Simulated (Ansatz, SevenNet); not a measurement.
For hcp Re, the machine-learned potential SevenNet-0 (trained on PBE and PBE+U data) gives:

* **lattice parameter a**: 2.796 Å
* **lattice parameter c**: 4.458 Å
* **elastic constant C11**: 412 GPa
* **elastic constant C44**: 37.4 GPa
* **polycrystal shear modulus**: 38.5 GPa

Q: What does r²SCAN (PAW; Ansatz, an electronic-structure program) give for the same quantities?

A: 
- lattice constant a: 2.758 Å (decreases by 1.4 %)
- lattice parameter c: 4.461 Å (rises by 0.1 %)
- elastic constant C11: 643 GPa (increases by 56 %)
- elastic constant C44: 164 GPa (goes up by 340 %)
- Voigt–Reuss–Hill shear modulus: 181 GPa (grows by 370 %)

For comparison: lattice constant a 2.761 Å (measured, 293 K, no zero-point or thermal correction; as tabulated in Wikipedia's data pages); lattice parameter c 4.458 Å (measured, 293 K, not corrected to a static lattice; as tabulated in Wikipedia's data pages); elastic constant C11 616 GPa (measured, temperature not stated, not corrected to a static lattice; as tabulated in Mehl and Papaconstantopoulos (1996), arXiv:mtrl-th/9602003); elastic constant C44 161 GPa (measured, temperature not stated, no zero-point or thermal correction; as tabulated in Mehl and Papaconstantopoulos (1996), arXiv:mtrl-th/9602003).

Changes are worked out from the printed values.

Unless a cell is named, each level is at its own relaxed cell (SevenNet-0 15.09, r²SCAN 14.70 Å³/atom).

Levels without +SOC leave out spin–orbit coupling, which shifts energies and cells of such heavy elements.

Ansatz's density-functional and Hartree–Fock values are scalar-relativistic unless marked +SOC, with PAW data made under PBE.
